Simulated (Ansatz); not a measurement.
Geometry optimisation, Ansatz, RHF/def2-SVP.

The input (input.yaml):

```yaml
crystal:
  periodic: [false, false, false]
  atoms:
    - { symbol: "N", position_ang: [-1.133, 0.0354, -0.7567] }
    - { symbol: Si, position_ang: [-0.2959, -0.9744, 0.229] }
    - { symbol: S, position_ang: [1.3629, 0.2213, 0.7575] }
    - { symbol: H, position_ang: [-1.3154, 0.9457, -0.2567] }
    - { symbol: H, position_ang: [-0.5888, 0.3813, -1.5579] }
    - { symbol: H, position_ang: [2.0124, -0.6732, 1.5386] }
basis:
  gaussian: { orbitals: def2-SVP }
hamiltonian:
  xc: hf
relax:
  f_tol: 0.015
  max_steps: 40
```

Command:

```bash
$ ansatz run input.yaml --threads 1 --pin off --max-ram 2048MiB --backend cpu --events-out ev --progress --plain --runs-dir out
```

Problem. Where does it end, and by what steps?

Solution. The forces met the threshold. After 12 steps the energy has fallen by 1.143 eV; H5 moved furthest, 1.02 Å.

```tsv
step	energy less start (eV)	largest force component (eV/Å)	accepted
0	0.0000	4.915	yes
1	-0.3117	2.081	yes
2	-0.3979	0.582	yes
3	-0.4879	1.026	yes
4	-0.6729	1.396	yes
5	-0.8547	1.612	yes
6	-0.8996	1.109	yes
7	-0.9796	1.621	yes
8	-1.1054	1.056	yes
9	-1.1411	0.100	yes
10	-1.1424	0.043	yes
11	-1.1425	0.021	yes
12	-1.1426	0.005	yes
```

```xyz
6
Properties=species:S:1:pos:R:3
N -0.881 0.236 -0.790
Si 0.153 -0.987 -0.202
S 1.223 0.217 1.257
H -0.922 1.195 -0.500
H -1.547 0.036 -1.512
H 2.017 -0.761 1.700
```

Run time: 9.8 s on 1 thread of Intel(R) Xeon(R) Platinum 8559C (Emerald Rapids), with other jobs on the host, peak memory 0.15 GiB.
